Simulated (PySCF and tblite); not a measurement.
C5H5N, numbered as in [CH:1]#[C:2][CH2:3][CH2:4][C:5]#[N:6].

Free energies: PBE0-D3(BJ)/def2-TZVP on PBE0-D3(BJ)/def2-SVP structures plus GFN2-xTB thermal terms, symmetry and mirror images included. Conformers within 4 kcal/mol (GFN2-xTB free energy) were kept, 7 at most. GIAO shieldings: PBE0/pcSseg-1. Shifts are against TMS (¹H), TMS (¹³C), NH3 (¹⁵N) at the same level. (PySCF 2.14, tblite 0.8.)

Problem. List the conformer-averaged shifts at 298.15 K.

Solution. ¹H: 2.39 (H3, 2H), 2.20 (H4, 2H), 2.02 (H1, 1H) ppm. ¹³C: 122.8 (C5), 83.3 (C2), 77.9 (C1), 18.4 (C4), 18.4 (C3) ppm. ¹⁵N: 307.3 (N6) ppm.

Problem. How do the conformers differ?

Solution. Torsions listed: C2–C3–C4–C5. Of a mirror pair one member is shown.
```
conformer  shape  weight %
        1   180°      63.3
        2   -65°      36.7
```

```csv
signal,1,2,average
H1,2.00,2.07,2.02
H3,2.43,2.33,2.39
H4,2.23,2.15,2.20
C1,77.6,78.4,77.9
C2,83.4,83.0,83.3
C3,18.4,18.3,18.4
C4,18.2,18.8,18.4
C5,122.7,122.9,122.8
N6,306.9,308.0,307.3
```

Problem. Which signal moves most, for its nucleus, between 150 and 400 K through the change of populations alone?

Solution. H3: 2.42 ppm at 150 K, 2.41 ppm at 200 K, 2.40 ppm at 250 K, 2.39 ppm at 298.15 K, 2.39 ppm at 400 K.

Unscaled ¹⁵N shifts at such levels can be off by tens of ppm; differences between conformers or isomers are more reliable. Shifts are unscaled: against experiment ¹³C can be off by 15 ppm or more and ¹H by 0.8 ppm.


¹⁵N shifts are against a computed isolated NH3 molecule, about 20 ppm from the liquid.